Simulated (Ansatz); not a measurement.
A calculation with Ansatz (development build ahead of 0.2.0).

```yaml
crystal:
  periodic: [false, false, false]
  atoms:
    - { symbol: C, position_ang: [0.02612, 0.00858, -0.68162] }
    - { symbol: C, position_ang: [0.03864, -0.00998, 0.75351] }
    - { symbol: H, position_ang: [-0.02062, -0.95393, -1.26237] }
    - { symbol: H, position_ang: [-0.01594, 0.92323, -1.25612] }
    - { symbol: H, position_ang: [-0.91537, -0.04335, 1.28455] }
    - { symbol: H, position_ang: [0.96494, -0.03795, 1.2993] }
basis:
  gaussian: { orbitals: cc-pVDZ }
magnetization:
  spin_polarized: true
  initial_magnetization: 2
hamiltonian:
  xc: hf
correlation:
  method: mp2
  frozen_orbitals: { C: 1, H: 0 }
```

The input is written out in the form of the current development build from the run's settings.

Results

| Item | Value |
| --- | --- |
| Converged | yes |
| Reference energy | -77.96969 hartree |
| Correlation energy | -0.23569 hartree |
| Total energy | -78.20538 hartree |
| Spin squared of the determinant | 2.013 |

Caution: another spin multiplicity may lie lower.
